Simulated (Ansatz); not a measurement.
**How far each method lies from RCCSDT(Q) for H3Si–SiH3, singlet**

Geometry: displaced at random from a stationary point.

```yaml
atoms:
  - { symbol: Si, position_ang: [-1.1684, 0.0021, 0.0087] }
  - { symbol: Si, position_ang: [1.1709, -0.0046, -0.0022] }
  - { symbol: H, position_ang: [-1.6432, 1.4383, -0.0364] }
  - { symbol: H, position_ang: [-1.7376, -0.7248, 1.1886] }
  - { symbol: H, position_ang: [-1.7798, -0.6935, -1.2794] }
  - { symbol: H, position_ang: [1.6593, -1.3980, -0.0380] }
  - { symbol: H, position_ang: [1.6965, 0.7506, 1.1908] }
  - { symbol: H, position_ang: [1.7349, 0.6974, -1.2065] }
```

Basis cc-pVDZ; Ansatz 0.2.0. Only valence electrons are correlated (noble-gas cores frozen), which leaves 14 electrons in 56 orbitals. R marks a restricted (for open shells ROHF) determinant. Active spaces: frontier = (8e, 8o) about the gap.

Full CI isn't at hand for all of this; RCCSDT(Q) serves as the reference, and is uncertain by about the last step of the cluster series.

- UHF ⟨S²⟩: 0.000
- T1 diagnostic (RCCSD): 0.0123
- largest doubles amplitude (RCCSD): 0.034

| level | E − E(RCCSDT(Q)) (meV) | share of correlation (%) | wall time |
| --- | --- | --- | --- |
| RHF | 7466 | 0.00 | – |
| RMP2 | 1628 | 78.20 | – |
| CISD | 929 | 87.56 | 4.6 s |
| RCCSD | 207 | 97.23 | – |
| RCCSD(T) | 40 | 99.47 | 3.8 s |
| BCCD(T) | 39 | 99.48 | 1.8 s |
| RCCSDT | 6 | 99.92 | – |
| CASSCF (frontier space) | 5919 | 20.73 | – |
| NEVPT2 (frontier space) | 1682 | 77.47 | 14 s |

The correlation energy at RCCSDT(Q), counted from RHF, is -7.466 eV. That run took 97 s on 1 thread of Arm Neoverse V1, shared host.

Times hold each run's SCF and search for its determinant on a shared host, so for small cases they say little of a method's own cost; they ran on 1 thread of Arm Neoverse V1. Some runs computed forces too.
